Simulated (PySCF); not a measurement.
Delta-SCF ions had no search for a lower state. Excitations are Tamm–Dancoff values on a coarser integration grid. The basis has no diffuse functions, so Rydberg states are missing or too high.

## CH4O, SMILES `CO` (charge 0, multiplicity 1)

These are PBE-D3(BJ)/def2-TZVP // PBE-D3(BJ)/def2-SVP run with PySCF 2.14.0 values and carry that method's errors.

- HOMO = -6.19 eV
- dipole moment = 1.60 D
- HOMO–LUMO gap = 6.34 eV
- LUMO = 0.15 eV
- S1 excitation (TDA) = 6.48 eV
- S1 oscillator strength = 0.001
- T1 excitation (TDA) = 6.12 eV
- S1–T1 gap (TDA) = 0.36 eV
- vertical ionisation energy (Delta-SCF) = 10.63 eV
- total energy = -115.6312 Ha
- cost = very roughly 40 core-seconds

```xyz
6

C     -0.3432    -0.0049     0.0056
O      0.9384    -0.1787    -0.5582
H     -1.0873    -0.2922    -0.7651
H     -0.5663     1.0510     0.2989
H     -0.5324    -0.6489     0.9000
H      1.5908     0.0738     0.1189
```
